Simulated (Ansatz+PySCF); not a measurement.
doublet HF(+): levels of theory in one basis

```yaml
atoms:
  - { symbol: F, position_ang: [0.0000, 0.0000, -0.5332] }
  - { symbol: H, position_ang: [0.0000, 0.0000, 0.5332] }
```

Basis set: cc-pVTZ (spherical functions). Correlated methods keep 1 orbital frozen. Correlation on ROHF uses semicanonical orbitals with singles. Charge 1, multiplicity 2.

Computed with Ansatz (development build ahead of 0.2.0); each method stands on the lowest determinant of its kind that the runs found.

```
      method  E − E(ROHF) (eV)  <S²> of the determinant
        ROHF              0.00                     0.75
         UHF             -0.14                     0.76
    ROHF-MP2             -5.74                        –
     UHF-MP2             -5.74                     0.76
ROHF-CCSD(T)             -6.20                        –
 UHF-CCSD(T)             -6.20                     0.76
```

Task: What does UHF-CCSD give on the same scale?

Result: -6.08 eV.

Task: Is a single determinant a sound starting point here?

Result: By this sign, yes. Unrestricted orbitals gain 0.14 eV and <S²> is 0.76 against 0.75 for a pure state.
